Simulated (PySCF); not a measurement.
## S(OH)2, singlet: data card

Level of theory: PySCF, PBE0, basis S def2-TZVP, O def2-TZVP, H def2-TZVP (no relativity, density fitting).

The structure is a minimum.

Coordinates in bohr (charge 0 multiplicity 1):
```
S     0.0000    0.0000   -1.0014
O     2.4104    0.2913    0.9107
O    -2.4104   -0.2913    0.9107
H     2.9563   -1.3724    1.4193
H    -2.9563    1.3724    1.4193
```

```json
{"Point group": "C2", "Bond lengths": "O–H 0.965 Å (×2), S–O 1.635 Å (×2)", "Bond angles": "H–O–S 108.7° (×2), O–S–O 103.6°", "Enthalpy at 298.15 K above 0 K": "12.39 kJ/mol", "Atomisation energy without zero-point energy": "1521 kJ/mol", "Zero-point energy": "77.9 kJ/mol", "Rotational symmetry number": "2", "Lowest empty level": "0.01 eV", "Principal quadrupole moments (Buckingham, traceless) about the centre of mass": "-7.74, -0.72, 8.46 D Å", "Principal polarisabilities": "20.4, 25.4, 32.7 bohr³", "Heat capacity Cp at 298.15 K": "56.6 J/(mol K)", "Rotational constants": "0.8835, 0.2867, 0.2253 cm⁻¹", "Dipole moment": "0.71 D", "Highest occupied level": "-6.53 eV", "Entropy at 298.15 K and 1 bar": "262.7 J/(mol K)"}
```

Harmonic modes (masses in u: S 31.972, O 15.995, H 1.008):
```tsv
symmetry	ω (cm⁻¹)	IR (km/mol)	μ (u)
a	357	0.9	4.51
a	521	145	1.22
b	534	104	1.15
b	819	194	17.66
a	829	58.9	17.37
a	1186	20.7	1.08
b	1187	50.9	1.10
b	3792	124	1.07
a	3796	14.9	1.07
```

In C2 the vibrations span 5a + 4b.

Charges (e):
```csv
atom,Mulliken,Löwdin,polar tensor,Mayer order to S1
S1,0.17,0.24,0.71,–
"O2,3",-0.42,-0.27,-0.62,1.07
"H4,5",0.33,0.15,0.26,0.02
```
Other Mayer orders above 0.3: O–H 0.88 (×2).

Mulliken populations on S1: s 5.89, p 9.59, d 0.31, f 0.04.

This need not be the most stable arrangement of these atoms.

The final relaxation and frequency run took 25 s on 4 threads of a shared Intel Xeon 6975P-C (Granite Rapids) host, with 111 basis functions and 15 gradients; the process peaked at 1.4 GiB. Launch command: `OMP_NUM_THREADS=4 python axn.py task.json out`.
